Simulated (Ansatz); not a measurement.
A run for Ansatz (a first-principles code): R-CAM-B3LYP/def2-TZVPPD on HF (SMILES F). Files ending in .json are basis or fitting sets from the Basis Set Exchange.

Ansatz 0.2 input:
```yaml
crystal:
  periodic: [false, false, false]
  atoms:
    - {symbol: F, position_ang: [0.00000000, 0.00000000, 0.00000000]}
    - {symbol: H, position_ang: [0.91538107, 0.00000000, 0.00000000]}
basis:
  gaussian:
    orbitals: def2-TZVPPD.json
hamiltonian:
  xc: {name: CAM-B3LYP}
scf: {lower_state_search: off}
```

The head of its log:

```
WARN ansatz: RAYON_NUM_THREADS=2 ignored (pool sized by the plan → 2); use --threads N
Functional definition: CAM-B3LYP
these checks for a lower state are left out or cut short: stability, starts, cluster_reference, orbital_swaps, neighbouring_geometries, increment
integrals: 0.00 GiB planned
256 factors; their error is unknown
integrals: 0.04 GiB planned
78 factors; integrals over basis functions are off by at most 5.1e-5 eV
mean field: 0.10 GiB planned
mean field evaluation 1: about -2732.4928 eV, gradient 3.2e1 eV
mean field evaluation 2: about -2731.6162 eV, gradient 4.3e1 eV
```

Q: Predict the final total energy.

A: -100.4700 hartree.
